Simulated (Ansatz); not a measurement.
Saddle point of AlH3ClF, closed shell (AlH₂Cl ([AlH2][Cl]) + HF → AlH₂F ([F][AlH2]) + HCl (still joined by a long Al–Cl bond); bonds formed: Cl2–H5; dative contacts that become bonds: Al1–F6; bonds broken: H5–F6; bonds weakened to dative contacts: Al1–Cl2), PBE0-D4/def2-TZVP structure:

```csv
atom,x (Å),y (Å),z (Å)
Al1,-0.6450,-0.0818,-0.1563
Cl2,1.4251,1.0355,-0.5310
H3,-0.9304,-1.0387,-1.3710
H4,-1.6410,0.9179,0.5374
H5,1.3061,-0.0114,0.4979
F6,0.4853,-0.8215,1.0229
```

Energies are electronic, without zero-point energy. Barriers and step energies count from the start structure reached by relaxing down the imaginary mode; all methods use the PBE0-D4 structures, on which another method's saddle can fall below an end. Program: Ansatz 0.2.0. Basis: def2-TZVPP, with def2-QZVPP for the basis limit. Cores are frozen in the correlated methods. B3LYP uses VWN-RPA correlation. Extrapolation: Hartree–Fock as exp(−7.88 √X), correlation as X^−2.97.

| method | barrier (eV) | step energy (eV) |
| --- | --- | --- |
| SPW92 | ? | 0.140 |
| PBE-D4 | ? | 0.046 |
| BLYP-D4 | 0.126 | -0.055 |
| r2SCAN-D4 | 0.143 | 0.038 |
| B97M-V | 0.257 | -0.013 |
| PBE0-D4 | 0.202 | 0.064 |
| B3LYP-D4 | 0.199 | -0.031 |
| r2SCAN0-D4 | 0.222 | 0.054 |
| BHLYP-D4 | 0.310 | -0.020 |
| CAM-B3LYP-D4 | 0.207 | -0.029 |
| wB97X-V | 0.241 | -0.001 |
| wB97M-V | 0.252 | 0.015 |
| B2PLYP | 0.223 | -0.023 |
| PBE-QIDH | ? | 0.056 |
| RPA on PBE | 0.216 | -0.071 |
| HF | 0.534 | -0.060 |
| MP2 | 0.236 | 0.012 |
| CCSD | 0.312 | -0.033 |
| CCSD(T) | 0.264 | -0.016 |

(1) Fill in the withheld barriers. (An estimate is asked for; the value comes from the calculation.)

No T1 diagnostic of these runs exceeds 0.011.

Results:

(1) The calculation gives: PBE-QIDH 0.257; SPW92 0.005; PBE-D4 0.104 eV. Each is the energy of the saddle less that of the start structure, by the same method.

For comparison, the barrier by CCSD(T) at an estimated basis limit (MP2 extrapolated from triple and quadruple zeta, plus CCSD(T) − MP2 in triple zeta) is 0.271 eV.

Labels in which every atom is bracketed show which atoms are joined, not bond orders.

For scale, one of the runs: CCSD(T)/def2-TZVPP, 157 basis functions, launched by `ansatz run in.yaml --threads 2 --pin off --events-out ev --progress --plain --max-ram 4352MiB`. The run took 12 s on 2 CPU threads of an Intel Xeon Platinum 8488C (shared host), with 1.1 GiB of host memory at its peak.
